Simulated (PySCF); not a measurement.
# One shape, several levels: [BCl2]+ (SMILES Cl[B+]Cl)

We compute a comparison of 3 runs (HF/STO-3G, HF/3-21G, B3LYP/6-31G*) of [BCl2]+. 

Program for the calculation: PySCF 2.14.0.

2 further runs of the same task are left out: 2 set aside as unsound or not needed.

## Step 1: The system as given

[BCl2]+: 3 atoms, total charge +1, spin state singlet. SMILES: `Cl[B+]Cl`. The shape is that of a PBE0-D4/def2-TZVP optimisation.

Bond lengths: Cl1–B2 1.610 Å, B2–Cl3 1.610 Å. Angles: Cl1–B2–Cl3 180.0°.

## Step 2: A single-point energy at HF/STO-3G (run 1)

input.py reads:

```python
from pyscf import gto

system = gto.M(
    atom='''
Cl    -1.267920     0.785680    -0.605300
B      0.000010     0.000020     0.000000
Cl     1.267910    -0.785700     0.605290
''',
    max_memory=1860,
    verbose=4,
    basis='sto-3g',
    charge=1,
    spin=0,
)

mf = system.RHF()
mf.conv_tol = 1e-10
mf.kernel()
if not mf.converged:
    mf = mf.newton().run(mf.mo_coeff, mf.mo_occ)

etot = mf.e_tot
print('Final energy', etot)
```

Launch:

```console
$ OMP_NUM_THREADS=1 python input.py
```

Output:

```text
PySCF version 2.14.0

[INPUT] num. atoms = 3
[INPUT] num. electrons = 38
[INPUT] charge = 1
[INPUT] spin (= nelec alpha-beta = 2S) = 0
[INPUT] symmetry False subgroup None
[INPUT] Mole.unit = angstrom
[INPUT] Symbol           X                Y                Z      unit          X                Y                Z       unit  Magmom
[INPUT]  1 Cl    -1.267920000000   0.785680000000  -0.605300000000 AA   -2.396021547859   1.484720021548  -1.143851223199 Bohr   0.0
[INPUT]  2 B      0.000010000000   0.000020000000   0.000000000000 AA    0.000018897261   0.000037794522   0.000000000000 Bohr   0.0
[INPUT]  3 Cl     1.267910000000  -0.785700000000   0.605290000000 AA    2.396002650597  -1.484757816071   1.143832325938 Bohr   0.0

nuclear repulsion = 103.386300985173
number of shells = 13
number of NR pGTOs = 69
number of NR cGTOs = 23
basis = sto-3g
ecp = {}

******** <class 'pyscf.scf.hf.RHF'> ********
method = RHF
initial guess = minao
damping factor = 0
level_shift factor = 0
DIIS = <class 'pyscf.scf.diis.CDIIS'>
diis_start_cycle = 1
diis_space = 8
diis_damp = 0
SCF conv_tol = 1e-10
SCF conv_tol_grad = None
SCF max_cycles = 50
direct_scf = True
direct_scf_tol = 1e-13
Set gradient conv threshold to 1e-05
Initial guess from minao.
init E= -933.596380706951
  HOMO = -0.496573929452225  LUMO = 0.158834172629303  gap/eV = 17.83456
cycle= 1 E= -933.156773064989  delta_E= 0.44  |g|= 0.536  |ddm|= 2.42
  HOMO = -0.734927195431724  LUMO = -0.24021082060333  gap/eV = 13.46192
cycle= 2 E= -933.253342166976  delta_E= -0.0966  |g|= 0.266  |ddm|= 1.36
  HOMO = -0.747890978182313  LUMO = -0.132479443120819  gap/eV = 16.74620
cycle= 3 E= -933.279012895099  delta_E= -0.0257  |g|= 0.0234  |ddm|= 0.436
  HOMO = -0.746305002352139  LUMO = -0.129944926558456  gap/eV = 16.77201
cycle= 4 E= -933.279274637091  delta_E= -0.000262  |g|= 0.00136  |ddm|= 0.0558
  HOMO = -0.746047820510583  LUMO = -0.131382574624712  gap/eV = 16.72589
cycle= 5 E= -933.279275920385  delta_E= -1.28e-06  |g|= 0.000297  |ddm|= 0.00471
  HOMO = -0.746069396264627  LUMO = -0.131248019558359  gap/eV = 16.73014
cycle= 6 E= -933.279276002717  delta_E= -8.23e-08  |g|= 0.000102  |ddm|= 0.00102
  HOMO = -0.746066720366816  LUMO = -0.131216196973653  gap/eV = 16.73093
cycle= 7 E= -933.279276011398  delta_E= -8.68e-09  |g|= 4.76e-06  |ddm|= 0.000392
  HOMO = -0.7460661773736  LUMO = -0.131215600167863  gap/eV = 16.73094
cycle= 8 E= -933.279276011413  delta_E= -1.52e-11  |g|= 2.83e-07  |ddm|= 1.34e-05
  HOMO = -0.746066191764696  LUMO = -0.131215379021921  gap/eV = 16.73094
Extra cycle  E= -933.279276011414  delta_E= -1.14e-12  |g|= 1.08e-07  |ddm|= 6.33e-07
converged SCF energy = -933.279276011414
Final energy -933.2792760114143
```

Run time: 0.83 s. Hardware: 1 thread of Arm Neoverse V1, shared host; peak memory 0.11 GiB.

## Step 3: A single-point energy at HF/3-21G (run 2)

calc.py reads:

```python
# Cl[B+]Cl
from pyscf import gto, scf

molecule = gto.M(
    atom=[
    ('Cl', (-1.267920, 0.785680, -0.605300)),
    ('B', (0.000010, 0.000020, 0.000000)),
    ('Cl', (1.267910, -0.785700, 0.605290)),
],
    charge=1,
    max_memory=1860,
    spin=0,
    verbose=4,
    basis='3-21g',
)

hf = scf.RHF(molecule)
hf.conv_tol = 1e-10
hf.kernel()
if not hf.converged:
    hf = hf.newton().run(hf.mo_coeff, hf.mo_occ)

energy = hf.e_tot
print(f'total energy: {energy:.8f} hartree')
```

Launch:

```console
$ OMP_NUM_THREADS=1 python calc.py
```

Output:

```text
PySCF version 2.14.0

[INPUT] num. atoms = 3
[INPUT] num. electrons = 38
[INPUT] charge = 1
[INPUT] spin (= nelec alpha-beta = 2S) = 0
[INPUT] symmetry False subgroup None
[INPUT] Mole.unit = angstrom
[INPUT] Symbol           X                Y                Z      unit          X                Y                Z       unit  Magmom
[INPUT]  1 Cl    -1.267920000000   0.785680000000  -0.605300000000 AA   -2.396021547859   1.484720021548  -1.143851223199 Bohr   0.0
[INPUT]  2 B      0.000010000000   0.000020000000   0.000000000000 AA    0.000018897261   0.000037794522   0.000000000000 Bohr   0.0
[INPUT]  3 Cl     1.267910000000  -0.785700000000   0.605290000000 AA    2.396002650597  -1.484757816071   1.143832325938 Bohr   0.0

nuclear repulsion = 103.386300985173
number of shells = 19
number of NR pGTOs = 69
number of NR cGTOs = 35
basis = 3-21g
ecp = {}

******** <class 'pyscf.scf.hf.RHF'> ********
method = RHF
initial guess = minao
damping factor = 0
level_shift factor = 0
DIIS = <class 'pyscf.scf.diis.CDIIS'>
diis_start_cycle = 1
diis_space = 8
diis_damp = 0
SCF conv_tol = 1e-10
SCF conv_tol_grad = None
SCF max_cycles = 50
direct_scf = True
direct_scf_tol = 1e-13
Set gradient conv threshold to 1e-05
[... 1 set-up line as earlier in the session ...]
init E= -939.297806046528
  HOMO = -0.466965847244399  LUMO = 0.0752355858897402  gap/eV = 14.75405
cycle= 1 E= -938.733622613764  delta_E= 0.564  |g|= 0.52  |ddm|= 1.95
  HOMO = -0.782791759069598  LUMO = -0.285300310906418  gap/eV = 13.53743
cycle= 2 E= -938.824971197959  delta_E= -0.0913  |g|= 0.237  |ddm|= 1.18
  HOMO = -0.768123509762089  LUMO = -0.190904657100323  gap/eV = 15.70693
cycle= 3 E= -938.842132608742  delta_E= -0.0172  |g|= 0.0405  |ddm|= 0.281
  HOMO = -0.754593071954628  LUMO = -0.183297584341835  gap/eV = 15.54574
cycle= 4 E= -938.842611874925  delta_E= -0.000479  |g|= 0.00656  |ddm|= 0.0795
  HOMO = -0.755660590608636  LUMO = -0.184135722578304  gap/eV = 15.55198
cycle= 5 E= -938.842635081069  delta_E= -2.32e-05  |g|= 0.00072  |ddm|= 0.0189
  HOMO = -0.755779685392141  LUMO = -0.184348155416312  gap/eV = 15.54944
cycle= 6 E= -938.842635398855  delta_E= -3.18e-07  |g|= 0.000112  |ddm|= 0.00222
  HOMO = -0.755774739137953  LUMO = -0.184342170653337  gap/eV = 15.54947
cycle= 7 E= -938.8426354089  delta_E= -1e-08  |g|= 2.89e-05  |ddm|= 0.000475
  HOMO = -0.755773321960697  LUMO = -0.184342970855777  gap/eV = 15.54941
cycle= 8 E= -938.842635409531  delta_E= -6.31e-10  |g|= 3.42e-06  |ddm|= 7.87e-05
  HOMO = -0.755773100878608  LUMO = -0.18434256254873  gap/eV = 15.54942
cycle= 9 E= -938.842635409541  delta_E= -1.05e-11  |g|= 2.6e-07  |ddm|= 9.64e-06
  HOMO = -0.75577308645363  LUMO = -0.184342550419407  gap/eV = 15.54942
Extra cycle  E= -938.842635409542  delta_E= -2.27e-13  |g|= 6.67e-08  |ddm|= 1.08e-06
converged SCF energy = -938.842635409542
total energy: -938.84263541 hartree
```

It took 0.68 s on 1 thread of Arm Neoverse V1, shared host; peak memory 0.093 GiB.

## Step 4: A single-point energy at B3LYP/6-31G(d) (spherical functions) (run 3)

input.xyz reads:

```xyz
3
BCl2
Cl    -1.267920     0.785680    -0.605300
B      0.000010     0.000020     0.000000
Cl     1.267910    -0.785700     0.605290
```

input.py reads:

```python
from pyscf import gto, dft

mol = gto.M(
    atom='input.xyz',
    max_memory=1860,
    basis='6-31g*',
    verbose=4,
    charge=1,
)

myscf = dft.RKS(mol)
myscf.xc = 'b3lyp'
myscf.conv_tol = 1e-10
myscf.grids.level = 5
myscf.kernel()
if not myscf.converged:
    myscf = myscf.newton().run(myscf.mo_coeff, myscf.mo_occ)

e_tot = myscf.e_tot
print('E(%s) = %.9f' % ('B3LYP', e_tot))
```

Launch:

```console
$ OMP_NUM_THREADS=1 python input.py
```

Output:

```text
PySCF version 2.14.0

[INPUT] num. atoms = 3
[INPUT] num. electrons = 38
[INPUT] charge = 1
[INPUT] spin (= nelec alpha-beta = 2S) = 0
[INPUT] symmetry False subgroup None
[INPUT] Mole.unit = angstrom
[INPUT] Symbol           X                Y                Z      unit          X                Y                Z       unit  Magmom
[INPUT]  1 Cl    -1.267920000000   0.785680000000  -0.605300000000 AA   -2.396021547859   1.484720021548  -1.143851223199 Bohr   0.0
[INPUT]  2 B      0.000010000000   0.000020000000   0.000000000000 AA    0.000018897261   0.000037794522   0.000000000000 Bohr   0.0
[INPUT]  3 Cl     1.267910000000  -0.785700000000   0.605290000000 AA    2.396002650597  -1.484757816071   1.143832325938 Bohr   0.0

nuclear repulsion = 103.386300985173
number of shells = 22
number of NR pGTOs = 129
number of NR cGTOs = 50
basis = 6-31g*
ecp = {}

******** <class 'pyscf.dft.rks.RKS'> ********
method = RKS
initial guess = minao
damping factor = 0
level_shift factor = 0
DIIS = <class 'pyscf.scf.diis.CDIIS'>
diis_start_cycle = 1
diis_space = 8
diis_damp = 0
SCF conv_tol = 1e-10
SCF conv_tol_grad = None
SCF max_cycles = 50
direct_scf = True
direct_scf_tol = 1e-13
XC library pyscf.dft.libxc version 7.0.0
    S. Lehtola, C. Steigemann, M. J.T. Oliveira, and M. A.L. Marques.,  SoftwareX 7, 1–5 (2018)
XC functionals = b3lyp
    P. J. Stephens, F. J. Devlin, C. F. Chabalowski, and M. J. Frisch.,  J. Phys. Chem. 98, 11623 (1994)
radial grids:
    Treutler-Ahlrichs [JCP 102, 346 (1995); DOI:10.1063/1.469408] (M4) radial grids

becke partition: Becke, JCP 88, 2547 (1988); DOI:10.1063/1.454033
pruning grids: <function nwchem_prune>
grids dens level: 5
symmetrized grids: False
atomic radii adjust function: <function treutler_atomic_radii_adjust>
small_rho_cutoff = 0
Set gradient conv threshold to 1e-05
[... 1 set-up line as earlier in the session ...]
tot grids = 129256
init E= -945.774383012784
  HOMO = -0.38677577713346  LUMO = -0.0705276129918094  gap/eV = 8.60555
cycle= 1 E= -944.930084851648  delta_E= 0.844  |g|= 0.307  |ddm|=  2.1
  HOMO = -0.625747916374085  LUMO = -0.369595338767717  gap/eV = 6.97027
cycle= 2 E= -944.874477651832  delta_E= 0.0556  |g|= 0.559  |ddm|= 0.941
  HOMO = -0.626105123256126  LUMO = -0.32234183904983  gap/eV = 8.26582
cycle= 3 E= -944.964328527253  delta_E= -0.0899  |g|= 0.0289  |ddm|= 0.534
  HOMO = -0.615622208457811  LUMO = -0.312372622441949  gap/eV = 8.25184
cycle= 4 E= -944.96456901577  delta_E= -0.00024  |g|= 0.00728  |ddm|= 0.0633
  HOMO = -0.616818113066521  LUMO = -0.312616413429145  gap/eV = 8.27775
cycle= 5 E= -944.964583049241  delta_E= -1.4e-05  |g|= 0.000993  |ddm|= 0.00948
  HOMO = -0.616746243154067  LUMO = -0.312553294231384  gap/eV = 8.27751
cycle= 6 E= -944.964583313033  delta_E= -2.64e-07  |g|= 5.24e-05  |ddm|= 0.00113
  HOMO = -0.616750612666006  LUMO = -0.312560502613666  gap/eV = 8.27743
cycle= 7 E= -944.964583313933  delta_E= -8.99e-10  |g|= 2.84e-06  |ddm|= 7.94e-05
  HOMO = -0.616750680398952  LUMO = -0.312560495498001  gap/eV = 8.27744
cycle= 8 E= -944.964583313935  delta_E= -1.82e-12  |g|= 5.86e-07  |ddm|= 4.67e-06
  HOMO = -0.616750691233358  LUMO = -0.31256037729304  gap/eV = 8.27744
Extra cycle  E= -944.964583313933  delta_E= 2.05e-12  |g|= 9.38e-07  |ddm|= 1.75e-06
converged SCF energy = -944.964583313933
E(B3LYP) = -944.964583314
```

Run time: 4.5 s. Hardware: 1 thread of Arm Neoverse V1, shared host; peak memory 0.27 GiB.

## Step 5: All runs side by side

```
run                               level  integration grid  energy (Eh)  HOMO energy (eV)  LUMO energy (eV)  HOMO–LUMO gap (eV)  wall time
  1                           HF/STO-3G                 –  -933.279276            -20.30             -3.57               16.73     0.83 s
  2                            HF/3-21G                 –  -938.842635            -20.57             -5.02               15.55     0.68 s
  3  B3LYP/6-31G* (spherical functions)                 5  -944.964583            -16.78             -8.51                8.28      4.5 s
```

## Step 6: What came out

| quantity | value |
| --- | --- |
| run 3: total energy | -944.96458 Eh |
| run 3: HOMO energy | -16.78 eV |
| run 3: LUMO energy | -8.51 eV |
| run 3: HOMO–LUMO gap | 8.28 eV |

**Reading.** The HOMO–LUMO gap runs from 8.28 eV (B3LYP/6-31G*) to 16.73 eV (HF/STO-3G). The two ends differ in method and basis. In run 1 the basis is minimal, so the values are rough. All runs together took 6 s, the longest 4.5 s.
